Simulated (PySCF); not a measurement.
AlF₃, SMILES [F][Al]([F])[F]. Heavy atoms are numbered as in [Al:1]([F:2])([F:3])[F:4].

The structure is a stationary point at B3LYP-D3(BJ)/def2-TZVP. The isomer is the one that the SMILES or the coordinates give; other isomers of the formula were not compared.

The numbers are results of B3LYP/pcSseg-2 (PySCF), not measurements.

GIAO shieldings, no solvent; atoms alike by connectivity are averaged. δ = σ(ref) − σ: ¹⁹F against CFCl3 (σ = 159.6 ppm), references at their B3LYP-D3(BJ)/def2-TZVP geometries, non-relativistic.

Question: Estimate the chemical shifts. (The exact figures need the calculation; the answer reports its results.)

Answer: 
```csv
nucleus,atoms,count,δ (ppm)
¹⁹F,F2,3,-228.3
```
